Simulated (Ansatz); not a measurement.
# One shape, several levels: triplet BH2SF

Aim: a comparison of 6 runs (U-r2SCAN/STO-3G, U-wB97X/STO-3G, UB2PLYP/STO-3G, RPA@PBE/STO-3G, UMP2/STO-3G, FCI/STO-3G) of triplet BH2SF. 

Program for the calculation: Ansatz 0.2.0.

65 further runs of the same task are left out: 65 set aside as unsound or not needed.

## 1. The system as given

The species is BH2SF (5 atoms), meant as a triplet with charge 0. As SMILES of the parent species, `FBS`. The shape is that of a PBE0-D4/def2-TZVP optimisation. This is one conformer, not always the lowest. That shape belongs to the parent species and isn't relaxed for this state.

Bond lengths: F1–B2 1.322 Å, B2–S3 1.794 Å, B2–H4 1.194 Å, S3–H5 1.342 Å. Angles: F1–B2–S3 117.9°, F1–B2–H4 119.5°, S3–B2–H4 122.6°, B2–S3–H5 94.9°.

## 2. A single-point energy at U-r2SCAN/STO-3G (run 1)

File run.yaml:

```yaml
crystal:
  periodic: [false, false, false]
  atoms:
    - {symbol: F, position_ang: [-1.119100, -0.905900, -1.069200]}
    - {symbol: B, position_ang: [-0.412800, -0.339100, -0.106100]}
    - {symbol: S, position_ang: [0.972400, 0.698600, -0.579400]}
    - {symbol: H, position_ang: [-0.712000, -0.530900, 1.033700]}
    - {symbol: H, position_ang: [1.321400, 1.003700, 0.679600]}
basis:
  gaussian: {orbitals: STO-3G}
magnetization: {spin_polarized: true, initial_magnetization: 2}
hamiltonian: {xc: r2scan}
accuracy: high
```

Command:

```bash
$ ansatz run run.yaml --threads 1 --pin off --max-ram 2610MiB --events-out events.jsonl --progress --plain --runs-dir runs
```

The log of the run:

```text
Warning: RAYON_NUM_THREADS=1 ignored (pool sized by the plan → 1); use --threads N
Functional definition: r2SCAN
  name "r2SCAN"
  parameter k0 = 0.174
  parameter k1 = 0.065
  parameter a1 = 4.9479
  exchange = r2scan_x(k0 = k0, k1 = k1, a1 = a1)
  correlation = r2scan_c
371 factors; integrals over basis functions are off by at most 2.9e-8 eV
mean field evaluation 1: about -14086.2037 eV, gradient 1.2e1 eV
mean field evaluation 2: about -14066.9907 eV, gradient 3.4e1 eV
mean field evaluation 4: about -14085.0422 eV, gradient 1.6e1 eV
mean field evaluation 8: about -14086.9386 eV, gradient 7.1e0 eV
mean field evaluation 16: about -14087.7222 eV, gradient 9.1e-2 eV
mean field evaluation 32: about -14087.7226 eV, gradient 3.0e-2 eV
mean field -14087.72266159 eV, -517.7142588121 hartree, gradient 2.0e-8 eV, S^2 2.002793; 6 other end points of the search recorded, 0 dependent functions left out
reference -14087.72266225 eV, -517.7142588364 hartree; 17, 15 occupied and 4, 6 virtual orbitals, 371 factors
Total energy: -14087.72266225 eV, -517.7142588364 hartree
```

It took 11 s on 1 thread of Arm Neoverse V1, shared host; peak memory 0.23 GiB.

## 3. A single-point energy at U-wB97X/STO-3G (run 2)

File molecule.yaml:

```yaml
crystal:
  periodic: [false, false, false]
  atoms:
    - {symbol: F, position_ang: [-1.119100, -0.905900, -1.069200]}
    - {symbol: B, position_ang: [-0.412800, -0.339100, -0.106100]}
    - {symbol: S, position_ang: [0.972400, 0.698600, -0.579400]}
    - {symbol: H, position_ang: [-0.712000, -0.530900, 1.033700]}
    - {symbol: H, position_ang: [1.321400, 1.003700, 0.679600]}
basis:
  gaussian:
    orbitals: STO-3G
total_charge: 0
magnetization:
  spin_polarized: true
  initial_magnetization: 2
hamiltonian:
  xc: {name: wB97X}
accuracy: high
```

Command:

```bash
$ ansatz run molecule.yaml --threads 1 --pin off --max-ram 2610MiB --events-out events.jsonl --progress --plain --runs-dir runs
```

The log of the run (excerpt; [...] marks lines left out):

```text
Warning: RAYON_NUM_THREADS=1 ignored (pool sized by the plan → 1); use --threads N
Functional definition: wB97X
  name "wB97X"
[...]
      + exact_x_lr(omega)
[...]
      + integral(e_c_pw_opposite_spin*poly(b97_u_opposite, 1, cos1, cos2, cos3, cos4))
371 factors; integrals over basis functions are off by at most 2.9e-8 eV
152 factors; integrals over basis functions are off by at most 9.2e-10 eV
[...]
mean field -14088.36392472 eV, -517.7378247973 hartree, gradient 2.5e-8 eV, S^2 2.002706; 2 other end points of the search recorded, 0 dependent functions left out
reference -14088.36392344 eV, -517.7378247503 hartree; 17, 15 occupied and 4, 6 virtual orbitals, 371 factors
Total energy: -14088.36392344 eV, -517.7378247503 hartree
```

It took 22 s on 1 thread of Arm Neoverse V1, shared host; peak memory 0.41 GiB.

## 4. The energy at UB2PLYP/STO-3G (run 3)

File input.yaml:

```yaml
basis:
  gaussian:
    orbitals: STO-3G
crystal:
  periodic: [false, false, false]
  atoms:
    - {symbol: F, position_ang: [-1.119100, -0.905900, -1.069200]}
    - {symbol: B, position_ang: [-0.412800, -0.339100, -0.106100]}
    - {symbol: S, position_ang: [0.972400, 0.698600, -0.579400]}
    - {symbol: H, position_ang: [-0.712000, -0.530900, 1.033700]}
    - {symbol: H, position_ang: [1.321400, 1.003700, 0.679600]}
hamiltonian:
  xc: {name: B2PLYP}
magnetization:
  spin_polarized: true
  initial_magnetization: 2
accuracy: high
correlation:
  frozen_orbitals: {B: 1, F: 1, H: 0, S: 5}
```

Command:

```bash
$ ansatz run input.yaml --threads 1 --pin off --max-ram 2610MiB --events-out events.jsonl --progress --plain --runs-dir runs
```

The log of the run (excerpt; [...] marks lines left out):

```text
Warning: RAYON_NUM_THREADS=1 ignored (pool sized by the plan → 1); use --threads N
Functional definition: B2PLYP
  name "B2PLYP"
[...]
371 factors; integrals over basis functions are off by at most 2.9e-8 eV
[...]
mean field -14079.35216036 eV, -517.4066485657 hartree, gradient 9.8e-8 eV, S^2 2.005461; 2 other end points of the search recorded, 0 dependent functions left out
7 core orbitals not correlated: weight in the atoms' cores, before any rotation towards them, 1.000 or more for the frozen orbitals, at most 0.000 for the correlated occupied ones
reference -14079.35217594 eV, -517.4066491380 hartree; 10, 8 occupied and 4, 6 virtual orbitals, 371 factors
second order -2.56955945 eV of doubles, -0.00000000 eV of singles
Total energy: -14080.04595699 eV, -517.4321451214 hartree
```

Run time: 3.6 s. Hardware: 1 thread of Arm Neoverse V1, shared host; peak memory 0.14 GiB.

Runs 4 to 5 aren't shown in full; the table further down has their settings and results.

## 5. The energy at FCI/STO-3G (run 6)

File job.yaml:

```yaml
basis:
  gaussian: {orbitals: STO-3G}
crystal:
  periodic: [false, false, false]
  atoms:
    - symbol: F
      position_ang: [-1.119100, -0.905900, -1.069200]
    - symbol: B
      position_ang: [-0.412800, -0.339100, -0.106100]
    - symbol: S
      position_ang: [0.972400, 0.698600, -0.579400]
    - symbol: H
      position_ang: [-0.712000, -0.530900, 1.033700]
    - symbol: H
      position_ang: [1.321400, 1.003700, 0.679600]
total_charge: 0
magnetization: {spin_polarized: true, initial_magnetization: 2}
correlation: {method: fci, frozen_orbitals: {B: 1, F: 1, H: 0, S: 5}}
accuracy: high
```

Command:

```bash
$ ansatz run job.yaml --threads 1 --pin off --max-ram 2610MiB --events-out events.jsonl --progress --plain --runs-dir runs
```

The log of the run:

```text
Warning: RAYON_NUM_THREADS=1 ignored (pool sized by the plan → 1); use --threads N
Functional definition: HF
  name "HF"
  exchange = exact_x
  correlation = 0
371 factors; integrals over basis functions are off by at most 2.9e-8 eV
mean field evaluation 1: about -14055.7937 eV, gradient 1.3e1 eV
mean field evaluation 2: about -14055.8853 eV, gradient 1.3e1 eV
mean field evaluation 4: about -14057.4947 eV, gradient 1.1e0 eV
mean field evaluation 8: about -14057.5162 eV, gradient 2.1e-2 eV
mean field evaluation 16: about -14057.3872 eV, gradient 1.4e0 eV
mean field -14057.51616133 eV, -516.6041904022 hartree, gradient 2.1e-8 eV, S^2 2.014225; 4 other end points of the search recorded, 0 dependent functions left out
mean field evaluation 32: about -14057.3201 eV, gradient 2.6e-1 eV
7 core orbitals not correlated: weight in the atoms' cores, before any rotation towards them, 1.000 or more for the frozen orbitals, at most 0.000 for the correlated occupied ones
reference -14057.41359292 eV, -516.6004210825 hartree; 10, 8 occupied and 4, 6 virtual orbitals, 371 factors
state -14059.99992133 eV, -516.6954668985 hartree
Total energy: -14059.99992133 eV, -516.6954668985 hartree
```

Wall time 32 s (1 thread of Arm Neoverse V1, shared host); peak memory 0.36 GiB.

## 6. Overview of the runs

```
run            level  frozen core orbitals  energy (Eh)   ⟨S²⟩  wall time
  1  U-r2SCAN/STO-3G                     –  -517.714259  2.003       11 s
  2   U-wB97X/STO-3G                     –  -517.737825  2.003       22 s
  3   UB2PLYP/STO-3G                     7  -517.432145  2.005      3.6 s
  4   RPA@PBE/STO-3G                     7  -516.783801  2.001      5.1 s
  5      UMP2/STO-3G                     7  -516.666772  2.014     0.26 s
  6       FCI/STO-3G                     7  -516.695467      –       32 s
```

## 7. Outcome

| quantity | value |
| --- | --- |
| run 6: total energy | -516.69547 Eh |
| run 6: correlation energy (7 core orbitals frozen) | -95.0 mEh |

What this shows: Against full CI in this basis: UMP2 +28.7 mEh. Totals of different functionals can't be ranked against each other. In runs 1, 2, 3, 4, 5, 6 the basis is minimal, so the values are rough. All runs together took 74 s, the longest 32 s.
